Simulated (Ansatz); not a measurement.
Total energies of ClNa (`[Na][Cl]`).

```tsv
atom	x (Å)	y (Å)	z (Å)
Na1	0.4104	1.1019	0.0838
Cl2	-0.4104	-1.1019	-0.0838
```

The species carries charge 0 and has multiplicity 1. Correlated methods include outer-core shells of Na, which these sets cover unevenly. The structure was optimised at the PBE0-D4/def2-TZVP level. Basis def2-TZVPP, Ansatz 0.2.0.

RPA on PBE orbitals: Hartree–Fock energy of these orbitals -621.42443 Eh, correlation -0.56880 Eh (frozen core).

```tsv
functional	energy without D4 (Eh)	D4 term (kJ/mol)
LDA (SPW92)	-620.23585	–
B3LYP	-622.60506	-2.8
```

Q: Give the same for PBE, revPBE, BLYP, r2SCAN, B97M-V, PBE0, r2SCANh, r2SCAN0, HSE06 (plane-wave form), BHLYP, CAM-B3LYP, LC-ωPBE, ωB97X-V, ωB97M-V, B2PLYP, PBE-QIDH. (Estimate.)

A: Ansatz gave: 
```tsv
functional	energy without D4 (Eh)	D4 term (kJ/mol)
PBE	-622.26814	-1.7
revPBE	-622.44797	-3.6
BLYP	-622.57333	-3.5
r2SCAN	-622.51535	-0.3
B97M-V	-622.41659	–
PBE0	-622.32098	-1.4
r2SCANh	-622.51131	-0.3
r2SCAN0	-622.50552	-0.4
HSE06 (plane-wave form)	-622.30819	-1.3
BHLYP	-622.56849	-3.0
CAM-B3LYP	-622.58174	-1.5
LC-ωPBE	-622.38384	–
ωB97X-V	-622.47160	–
ωB97M-V	-622.53781	–
B2PLYP	-622.37751	–
PBE-QIDH	-622.20313	–
```

B3LYP takes the VWN-RPA correlation (the form of Gaussian; ORCA's B3LYP/G). HSE06 is the plane-wave form, built on full-range PBE exchange. The double hybrids freeze the cores in their second-order part.

LC-ωPBE has ω = 0.4 bohr⁻¹.
